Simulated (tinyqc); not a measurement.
Orbital energy against energy difference: ionisation energy by orbital energies and by energy differences in the 6-31g basis, for HF, spin multiplicity 1. Computed by the program tinyqc with PySCF. 

Geometry (angstrom):
```
atom       x       y       z
F     0.0000  0.0000  0.0000
H     0.0000  0.0000  0.8490
```

CCSD(T) difference in the same basis = 15.5763 eV

IP-EOM-CCSD = 15.2707 eV

The cation is unrestricted; errors are against CCSD(T) in this basis, not against experiment.

First vertical ionisation energy (eV):
```
method     -e(HOMO)  E(cation) - E  error of -e(HOMO)  error of the difference
HF           17.341       14.54845              1.765                   -1.028
LDA           8.460       16.40673             -7.116                    0.830
PBE           8.347       16.00449             -7.229                    0.428
B3LYP        10.436       16.07841             -5.141                    0.502
PBE0         10.886       15.96094             -4.690                    0.385
CAM-B3LYP    12.389       16.06774             -3.188                    0.491
LC-wPBE      13.717       16.12778             -1.859                    0.552
```

Koopmans errs by +1.76 eV and Delta-HF by -1.03 eV: relaxation, 2.79 eV, lowers the value and the missing correlation difference works against it. The PBE level is off by -7.2 eV through the wrong tail of its potential, though its energy difference is off by +0.43 eV; exact exchange deepens the level, and among the orbital energies HF comes closest; among the differences PBE0 does.
